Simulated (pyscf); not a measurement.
A first-order saddle from PySCF, ωB97X-D3(BJ)/def2-SVP:

```xyz
6

O      0.0303     0.5818     0.3395
B      1.1739     1.0736    -0.1187
O      2.2184     1.5235    -0.5366
H     -0.8123    -0.0793    -0.3348
F     -1.0141    -1.1934    -0.0930
H     -0.2192    -0.6419     0.5433
```

Surface: singlet, charge 0. Lowest wavenumbers (cm⁻¹): 2204i, 78, 392, 516, 637.

Task: Name the species on either side of this saddle.

Result: O=B–OH (SMILES O=BO) + HF (SMILES F) ⇌ O=B–OH (SMILES O=BO) + HF (SMILES F), a four-centre exchange read from left to right: H–O, F–H broken and H–O, F–H formed. At CCSD(T)/def2-TZVPP + ΔMP2(QZVPP) it lies +1.77 eV from the left side and +1.77 eV from the right (each side as separated species at their lowest minima found). On the reactant side the descent ends in a complex (not fully relaxed), 0.26 eV under the separated species and 1.88 eV under the saddle at ωB97X-D3(BJ)/def2-TZVP. On the product side the descent ends in a bound adduct (not fully relaxed), 0.39 eV under the separated species and 2.01 eV under the saddle at ωB97X-D3(BJ)/def2-TZVP. At ωB97X-D3(BJ) the barrier from the zero used here is 1.62 eV. The same reactants have a lower exit, to HO–B(OH)–F (barrier +0.15 eV at ωB97M-D3(BJ), against +1.58 eV here). Another saddle between the same species, by other bonds, lies lower (0.87 eV against 1.58 eV at ωB97M-D3(BJ)). The CCSD(T) − MP2 part came from Ansatz, without density fitting, on the same reference.
